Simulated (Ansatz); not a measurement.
**BSiF (quintet): the correlation ladder, cc-pVTZ**

How much of the correlation energy of BSiF (quintet) does each wave-function method recover here?

Method: cc-pVTZ, core rule «outside noble gas», up to 7 orbitals frozen; program: Ansatz 0.2.0, Gaussian basis.

The runs, in order: UHF; CCSD(T) on ROHF; CCSD(T) on UHF; BCCD(T) on ROHF; CCSDT(Q) on ROHF; CCSDT(Q) on UHF; CASSCF and NEVPT2, 14 electrons in 12 orbitals.

10 further runs of the same task are left out: 4 for a known fault of the program, 6 set aside as unsound or not needed.

**1. What is computed**

The geometry is a PBE0/def2-TZVP stationary point (not a proven minimum) of the parent state, kept for this charge and spin.

3 atoms, charge 0, spin multiplicity 5.

Atoms are counted from 1 here; the program's logs count them from 0.

Bond lengths: F1–B2 1.280 Å, B2–Si3 1.896 Å. Angles: F1–B2–Si3 180.0°.

**2. UHF**

in.yaml reads:

```yaml
crystal:
  periodic: [false, false, false]
  atoms:
    - {symbol: F, position_ang: [0.000000, 0.000000, 1.485424]}
    - {symbol: B, position_ang: [0.000000, 0.000000, 0.205103]}
    - {symbol: Si, position_ang: [0.000000, 0.000000, -1.690526]}
basis:
  gaussian: {orbitals: cc-pVTZ}
magnetization: {spin_polarized: true, initial_magnetization: 4}
hamiltonian: {xc: hf}
output: {orbitals: {seedname: orbitals}}
```

Run with:

```sh
> ansatz run in.yaml --threads 1 --pin off --events-out ev --progress --plain --max-ram 2816MiB --backend cpu
```

The runs that follow: CCSD(T) on ROHF; CCSD(T) on UHF; BCCD(T) on ROHF; CCSDT(Q) on ROHF; CCSDT(Q) on UHF; CASSCF and NEVPT2, 14 electrons in 12 orbitals.

Q: Predict the results of all the runs planned. Wanted: UCCSDT(Q) below the RHF energy; RMP2 from UCCSDT(Q); UMP2 from UCCSDT(Q); RCCSD from UCCSDT(Q); RCCSD(T) from UCCSDT(Q); UCCSD(T) from UCCSDT(Q); RCCSDT(Q) from UCCSDT(Q); NEVPT2 valence from UCCSDT(Q); T1 diagnostic.

**Answer**, as computed:

| quantity | value |
| --- | --- |
| UCCSDT(Q) below the RHF energy | -11.1245 eV |
| RMP2 from UCCSDT(Q) | +963.3 meV |
| UMP2 from UCCSDT(Q) | +988.5 meV |
| RCCSD from UCCSDT(Q) | +441.6 meV |
| RCCSD(T) from UCCSDT(Q) | +51.0 meV |
| UCCSD(T) from UCCSDT(Q) | +49.4 meV |
| RCCSDT(Q) from UCCSDT(Q) | +6.1 meV |
| NEVPT2 valence from UCCSDT(Q) | +1713.8 meV |
| levels within 1 kcal/mol (43 meV) | RCCSDT, UCCSDT, RCCSDT(Q) |
| T1 diagnostic | 0.027 |
| effectively unpaired electrons | 4.01 |

What this shows: RCCSD(T) misses by +51.0 meV, 0.5 % of the correlation energy. One determinant dominates. These misses are within one basis, not against nature; the frozen cores of restricted and unrestricted runs differ, which can shift their rows.
